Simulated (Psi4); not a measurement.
# quartet OF at 5 levels

Wanted: a comparison of 5 runs (UB3LYP/aug-cc-pVTZ, UPBE0/aug-cc-pVTZ, USVWN5/aug-cc-pVTZ, UMP2/aug-cc-pVTZ, UCCSD/aug-cc-pVTZ) of quartet OF. 

Program for the calculation: Psi4 1.11.

## (1) The molecule

OF: 2 atoms, total charge 0, spin state quartet. As SMILES of the parent species, `[O]F`. The coordinates come from a PBE0-D4/def2-TZVP relaxation. That shape belongs to the parent species and isn't relaxed for this state.

Bond lengths: O1–F2 1.330 Å.

## (2) The energy at UB3LYP/aug-cc-pVTZ (run 1)

fo.dat

```
memory 2200 MB

molecule system {
  0 4
  O      0.000000     0.000000    -0.015950
  F      0.000000     0.000000     1.314400
  units angstrom
  symmetry c1
}

set basis aug-cc-pVTZ
set reference uks
set puream true
set e_convergence 1e-09
set d_convergence 1e-08
set scf_type pk
set dft_radial_points 99
set dft_spherical_points 590
set maxiter 100

e, wfn = energy("b3lyp", return_wfn=True)
oeprop(wfn, "MULLIKEN_CHARGES", "QUADRUPOLE", "LOWDIN_CHARGES", title="B3LYP")
```

Run with:

```sh
psi4 -n 1 fo.dat fo.out
```

fo.out:

```text
[...]
  Running in c1 symmetry.
[...]
  Nuclear repulsion =   28.639650594384939
[...]
  Multiplicity = 4
[...]
  Nalpha       = 10
  Nbeta        = 7
[...]
    Number of basis functions: 92
[...]
   @UKS iter   1:  -174.77399197031801   -1.87049e-01   2.24028e-03 ADIIS/DIIS
[...]
   @UKS iter  11:  -174.79420887329607   -1.67688e-12   2.20085e-09 DIIS
[...]
   @S^2 Observed:                3.760563983E+00
[...]
  @UKS Final Energy:  -174.79420887329607
   => Energetics <=
    Nuclear Repulsion Energy =             28.6396505943849391
    One-Electron Energy =                -299.0559460762246999
    Two-Electron Energy =                 110.9338431950847621
    DFT Exchange-Correlation Energy =     -15.3117565865410672
    Empirical Dispersion Energy =           0.0000000000000000
    VV10 Nonlocal Energy =                  0.0000000000000000
    Total Energy =                       -174.7942088732960713
[...]
 Multipole Moments:
 ------------------------------------------------------------------------------------
     Multipole            Electronic (a.u.)      Nuclear  (a.u.)        Total (a.u.)
 ------------------------------------------------------------------------------------
 L = 1.  Multiply by 2.5417464519 to convert [e a0] to [Debye]
 Dipole X            :          0.0000000            0.0000000            0.0000000
 Dipole Y            :          0.0000000            0.0000000            0.0000000
 Dipole Z            :          0.4085029           -0.5771080           -0.1686051
 Magnitude           :                                                    0.1686051
 L = 2.  Multiply by 1.3450342976 to convert [e a0^2] to [Debye ang]
 Quadrupole XX       :         -7.2633130            0.0000000           -7.2633130
 Quadrupole XY       :          0.0000000            0.0000000            0.0000000
[...]
  Mulliken Charges: (a.u.)
   Center  Symbol    Alpha    Beta     Spin     Total
       1     O     5.05999  2.84996  2.21003  0.09005
       2     F     4.94001  4.15004  0.78997 -0.09005
   Total alpha = 10.00000, Total beta =  7.00000, Total charge =  0.00000
  Lowdin Charges: (a.u.)
   Center  Symbol    Alpha    Beta     Spin     Total
       1     O     5.03099  2.99618  2.03481 -0.02717
       2     F     4.96901  4.00382  0.96519  0.02717
  Total alpha = 10.00000, Total beta =  7.00000, Total charge =  0.00000
[...]
```

It took 21 s on 1 thread of Intel Xeon at 2.50GHz (Skylake/Cascade Lake), shared host; peak memory 0.65 GiB.

## (3) The energy at UPBE0/aug-cc-pVTZ (run 2)

calc.py

```python
import psi4

psi4.set_memory(2200000000)
psi4.set_num_threads(1)
psi4.set_output_file('run.log', False)

m = psi4.geometry("""
0 4
O      0.000000     0.000000    -0.015950
F      0.000000     0.000000     1.314400
symmetry c1
""")

options = {'basis': 'aug-cc-pVTZ', 'reference': 'uks', 'puream': True, 'e_convergence': 1e-09, 'd_convergence': 1e-08, 'scf_type': 'pk', 'dft_radial_points': 99, 'dft_spherical_points': 590, 'maxiter': 100}
psi4.set_options(options)

energy_value, wavefunction = psi4.energy("pbe0", molecule=m, return_wfn=True)
psi4.oeprop(wavefunction, "MULLIKEN_CHARGES", "QUADRUPOLE", "LOWDIN_CHARGES")
print(f'total energy {energy_value:.8f} hartree = {energy_value * 27.211386:.5f} eV')
for k, v in sorted(psi4.core.scalar_variables().items()):
    print(f'{k:45s} {v:18.10f}')
```

Run with:

```sh
python calc.py
```

run.log:

```text
[...]
  Running in c1 symmetry.
[...]
  Nuclear repulsion =   28.639650594384939
[...]
  Multiplicity = 4
[...]
  Nalpha       = 10
  Nbeta        = 7
[...]
    Number of basis functions: 92
[...]
   @UKS iter   1:  -174.60241827565596   -2.13580e-01   1.99223e-03 ADIIS/DIIS
[...]
   @UKS iter  11:  -174.62134630189794   -5.08749e-12   2.43975e-09 DIIS
[...]
   @S^2 Observed:                3.760873809E+00
[...]
  @UKS Final Energy:  -174.62134630189794
   => Energetics <=
    Nuclear Repulsion Energy =             28.6396505943849391
    One-Electron Energy =                -299.0500590860790453
    Two-Electron Energy =                 110.0185706041199580
    DFT Exchange-Correlation Energy =     -14.2295084143237762
    Empirical Dispersion Energy =           0.0000000000000000
    VV10 Nonlocal Energy =                  0.0000000000000000
    Total Energy =                       -174.6213463018979439
[...]
 Multipole Moments:
 ------------------------------------------------------------------------------------
     Multipole            Electronic (a.u.)      Nuclear  (a.u.)        Total (a.u.)
 ------------------------------------------------------------------------------------
 L = 1.  Multiply by 2.5417464519 to convert [e a0] to [Debye]
 Dipole X            :          0.0000000            0.0000000            0.0000000
 Dipole Y            :         -0.0000000            0.0000000           -0.0000000
 Dipole Z            :          0.3803188           -0.5771080           -0.1967892
 Magnitude           :                                                    0.1967892
 L = 2.  Multiply by 1.3450342976 to convert [e a0^2] to [Debye ang]
 Quadrupole XX       :         -7.2109279            0.0000000           -7.2109279
 Quadrupole XY       :          0.0000000            0.0000000            0.0000000
[...]
  Mulliken Charges: (a.u.)
   Center  Symbol    Alpha    Beta     Spin     Total
       1     O     5.06169  2.83314  2.22855  0.10516
       2     F     4.93831  4.16686  0.77145 -0.10516
   Total alpha = 10.00000, Total beta =  7.00000, Total charge =  0.00000
  Lowdin Charges: (a.u.)
   Center  Symbol    Alpha    Beta     Spin     Total
       1     O     5.03337  2.98472  2.04865 -0.01809
       2     F     4.96663  4.01528  0.95135  0.01809
  Total alpha = 10.00000, Total beta =  7.00000, Total charge =  0.00000
```

The script printed:

```text
total energy -174.62134630 hartree = -4751.68886 eV
CURRENT ENERGY                                   -174.6213463019
CURRENT REFERENCE ENERGY                         -174.6213463019
DD SOLVATION ENERGY                                 0.0000000000
DFT FUNCTIONAL TOTAL ENERGY                      -174.6213463019
DFT TOTAL ENERGY                                 -174.6213463019
DFT VV10 ENERGY                                     0.0000000000
DFT XC ENERGY                                     -14.2295084143
GRID ELECTRONS ALPHA                                9.9999999963
GRID ELECTRONS BETA                                 6.9999999993
GRID ELECTRONS TOTAL                               16.9999999956
NUCLEAR REPULSION ENERGY                           28.6396505944
ONE-ELECTRON ENERGY                              -299.0500590861
PCM POLARIZATION ENERGY                             0.0000000000
PE ENERGY                                           0.0000000000
SCF ITERATION ENERGY                             -174.6213463019
SCF ITERATIONS                                     11.0000000000
SCF TOTAL ENERGY                                 -174.6213463019
TWO-ELECTRON ENERGY                               110.0185706041
XC GRID RADIAL POINTS                              99.0000000000
XC GRID SPHERICAL POINTS                          590.0000000000
XC GRID TOTAL POINTS                           115256.0000000000
```

It took 20 s on 1 thread of Intel Xeon at 2.50GHz (Skylake/Cascade Lake), shared host; peak memory 0.65 GiB.

Runs 3 to 4 aren't shown in full; the table further down has their settings and results.

## (4) The energy at UCCSD/aug-cc-pVTZ (run 5)

fo.in

```
memory 2200 mb

molecule system {
  0 4
  O      0.000000     0.000000    -0.015950
  F      0.000000     0.000000     1.314400
  units angstrom
  symmetry c1
}

set reference uhf
set puream true
set e_convergence 1e-09
set d_convergence 1e-08
set scf_type pk
set num_frozen_docc 2
set maxiter 100

E, wfn = energy("ccsd/aug-cc-pVTZ", return_wfn=True)
```

Run with:

```sh
psi4 -n 1 fo.in fo.out
```

fo.out:

```text
[...]
  Running in c1 symmetry.
[...]
  Nuclear repulsion =   28.639650594384939
[...]
  Multiplicity = 4
[...]
  Nalpha       = 10
  Nbeta        = 7
[...]
    Number of basis functions: 92
[...]
   @UHF iter   1:  -173.98737813837121   -5.61708e-01   3.37194e-03 ADIIS/DIIS
[...]
   @UHF iter  14:  -174.06562993653074   -6.96332e-12   4.31491e-09 DIIS
[...]
   @S^2 Observed:                3.779952204E+00
[...]
    Orbital Energies [Eh]
    ---------------------
    Alpha Occupied:
       1A    -26.324687     2A    -20.802514     3A     -1.792808
       4A     -1.429076     5A     -0.909085     6A     -0.856274
       7A     -0.856274     8A     -0.647574     9A     -0.647574
      10A     -0.406719
    Alpha Virtual:
      11A      0.123361    12A      0.134500    13A      0.146057
      14A      0.146057    15A      0.236872    16A      0.245630
      17A      0.245630    18A      0.418684    19A      0.592546
      20A      0.592546    21A      0.722902    22A      0.724986
      23A      0.724986    24A      0.844076    25A      0.844076
[...]
  @UHF Final Energy:  -174.06562993653074
   => Energetics <=
    Nuclear Repulsion Energy =             28.6396505943849391
    One-Electron Energy =                -299.2635185204085246
    Two-Electron Energy =                  96.5582379894928380
    Total Energy =                       -174.0656299365307405
  UHF NO Occupations:
  HONO-2 :    8  A 1.0000000
  HONO-1 :    9  A 1.0000000
[...]
 Multipole Moments:
 ------------------------------------------------------------------------------------
     Multipole            Electronic (a.u.)      Nuclear  (a.u.)        Total (a.u.)
 ------------------------------------------------------------------------------------
 L = 1.  Multiply by 2.5417464519 to convert [e a0] to [Debye]
 Dipole X            :         -0.0000000            0.0000000           -0.0000000
 Dipole Y            :         -0.0000000            0.0000000           -0.0000000
 Dipole Z            :          0.0270199           -0.5771080           -0.5500881
 Magnitude           :                                                    0.5500881
[...]
      * MP2 total energy                      = -174.490514302168833
[...]
      * CCSD total energy                     = -174.509989085181530
[...]
```

It took 1.8 min on 1 thread of Intel Xeon at 2.50GHz (Skylake/Cascade Lake), shared host; peak memory 1 GiB.

## (5) All runs side by side

| run | level | task | frozen core orbitals | energy (Eh) | dipole moment (D) | HOMO energy (eV) | ⟨S²⟩ | wall time |
| --- | --- | --- | --- | --- | --- | --- | --- | --- |
| 1 | UB3LYP/aug-cc-pVTZ | energy | 0 | -174.794209 | 0.43 | -4.60 | 3.761 | 21 s |
| 2 | UPBE0/aug-cc-pVTZ | energy | 0 | -174.621346 | 0.50 | -4.86 | 3.761 | 20 s |
| 3 | USVWN5/aug-cc-pVTZ | gradient | 0 | -173.633513 | 0.20 | -2.95 | 3.756 | 25 s |
| 4 | UMP2/aug-cc-pVTZ | energy | 2 | -174.490514 | – | -11.07 | 3.780 | 12 s |
| 5 | UCCSD/aug-cc-pVTZ | energy | 2 | -174.509989 | – | -11.07 | 3.780 | 1.8 min |

## (6) Outcome

| quantity | value |
| --- | --- |
| run 5: total energy | -174.50999 Eh |
| run 5: HOMO energy (Hartree–Fock orbitals) (highest over α and β) | -11.07 eV |
| run 5: LUMO energy (Hartree–Fock orbitals) (lowest over α and β) | 1.60 eV |
| run 5: correlation energy (2 core orbitals frozen) | -444.4 mEh |
| run 5: ⟨S²⟩ of the reference determinant | 3.780 |
| run 5: T1 diagnostic | 0.059 |

What this shows: Over runs 1, 2, 3 the dipole moment (its size) runs from 0.20 D (USVWN5/aug-cc-pVTZ) to 0.50 D (UPBE0/aug-cc-pVTZ). Totals of different functionals can't be ranked against each other. All runs together took 3.1 min, the longest 1.8 min.
